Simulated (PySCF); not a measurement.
Species: streptocyanine-5, C5H9N2 (charge +1).
Atom-mapped SMILES: `[NH2:1]/[CH:2]=[CH:3]/[CH:4]=[CH:5]/[CH:6]=[NH2+:7]` (hydrogens: H8, H9 on N1; H10 on C2; H11 on C3; H12 on C4; H13 on C5; H14 on C6; H15, H16 on N7)

The same species was optimised twice, with GFN2-xTB and with PBE0-D3(BJ)/def2-SVP (PySCF), and the same property calculations (PySCF, gas phase) were run on both structures.

```
     coordinate  GFN2-xTB  PBE0-D3(BJ)/def2-SVP  change
      C5–C6 (Å)     1.380                 1.387  +0.007
      C2=C3 (Å)     1.380                 1.387  +0.007
      C3–C4 (Å)     1.387                 1.393  +0.006
      C4=C5 (Å)     1.387                 1.393  +0.006
      C6=N7 (Å)     1.320                 1.320   0.000
      N1–C2 (Å)     1.320                 1.320   0.000
   C2–C3–C4 (°)     122.2                 120.5    -1.7
   C4–C5–C6 (°)     122.0                 120.5    -1.5
   N1–C2–C3 (°)     124.3                 125.7    +1.4
   C5–C6–N7 (°)     124.5                 125.7    +1.2
   C3–C4–C5 (°)     124.4                 125.6    +1.2
C2–C3–C4–C5 (°)       180                   180       0
C4–C5–C6–N7 (°)       180                   180       0
```

Rotational constants: A = 23479, B = 809.0, C = 782.0 MHz (GFN2-xTB) against A = 23612, B = 802.0, C = 775.6 MHz (PBE0-D3(BJ)/def2-SVP). Point groups within 0.08 Å: C2v and C2v.

On the GFN2-xTB structure: HOMO (eV) -10.29 [PBE0/pcSseg-1]; LUMO (eV) -6.23 [PBE0/pcSseg-1]; GIAO shielding of N1/N7 (mean) (ppm) 135.4 [PBE0/pcSseg-1]; GIAO shielding of C2/C6 (mean) (ppm) 19.8 [PBE0/pcSseg-1]; GIAO shielding of C3/C5 (mean) (ppm) 72.7 [PBE0/pcSseg-1]; GIAO shielding of C4 (ppm) 13.4 [PBE0/pcSseg-1].

**Question.** What do these properties become on the PBE0-D3(BJ)/def2-SVP structure?

**Answer.** 
```csv
property,level,on GFN2-xTB,on PBE0-D3(BJ)/def2-SVP,change
HOMO (eV),PBE0/pcSseg-1,-10.29,-10.28,+0.01
LUMO (eV),PBE0/pcSseg-1,-6.23,-6.20,+0.03
"energy, GFN2-xTB geometry as zero (kcal/mol)",PBE0/pcSseg-1,0.0,-0.3,-0.3
GIAO shielding of N1/N7 (mean) (ppm),PBE0/pcSseg-1,135.4,133.9,-1.5
GIAO shielding of C2/C6 (mean) (ppm),PBE0/pcSseg-1,19.8,18.0,-1.8
GIAO shielding of C3/C5 (mean) (ppm),PBE0/pcSseg-1,72.7,72.1,-0.6
GIAO shielding of C4 (ppm),PBE0/pcSseg-1,13.4,10.1,-3.3
```

The heavy atoms differ by 0.056 Å rms after alignment. Among bonds between heavy atoms C2=C3, C3–C4, C4=C5 and C5–C6 change most and about equally (+0.006 to +0.007 Å). Changes are differences of the printed values. Neither structure is proved a minimum here. The structure is a single PBE0-D3(BJ)/def2-SVP conformer in the gas phase; no vibrational or solvent corrections.

The values belong to the conformer `[NH2:1]/[CH:2]=[CH:3]/[CH:4]=[CH:5]/[CH:6]=[NH2+:7]`: C2–C3–C4–C5 180°, C4–C5–C6–N7 180°, H–N1–C2–C3 0°, H–N1–C2–C3 180°.
